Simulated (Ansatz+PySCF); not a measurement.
Values are calculated unless marked as measured or tabulated.
## PySCF 2.14.0 run

```python
from pyscf import gto, scf, mp

mol = gto.M(atom="""
O 0.000000 0.000000 -0.238680
H 0.000000 0.000000 1.909460
N 30.000000 0.000000 -0.196270
H 30.000000 0.000000 1.373900
""", basis='6-31g', charge=0, spin=3)
mf = scf.UHF(mol)
mf.kernel()
pt = mp.MP2(mf, frozen=2).run()
print(mf.e_tot, pt.e_corr, pt.e_tot)
```

The script is written out from the run's settings.

Results

| Item | Value |
| --- | --- |
| Converged | yes |
| Reference energy | -130.04605 hartree |
| Correlation energy | -0.10822 hartree |
| Total energy | -130.15427 hartree |

This is not the lowest solution: another run reaches a determinant 3.36 eV lower. Caution: bonds are stretched, where a single reference can fail; the unrestricted determinant is spin contaminated.
